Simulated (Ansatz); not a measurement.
We consider SnI4 (Pa-3, No. 205), described by PBEsol (plane waves, PAW; Ansatz, a quantum-chemistry and plane-wave program).

Numerical settings: plane-wave cutoff 520 eV, 4×4×4 k mesh, Fermi–Dirac smearing 0.01 eV, scalar-relativistic PAW data made under PBE.

Computed at the level's own relaxed cell.

**Question.** Estimate the band gap and lattice parameter a that the calculation returns.

**Answer.** 
- band gap = 1.86 eV
- lattice parameter a = 12.187 Å

Spin–orbit coupling is not included; with these elements it can move the gap by several tenths of an eV or more.
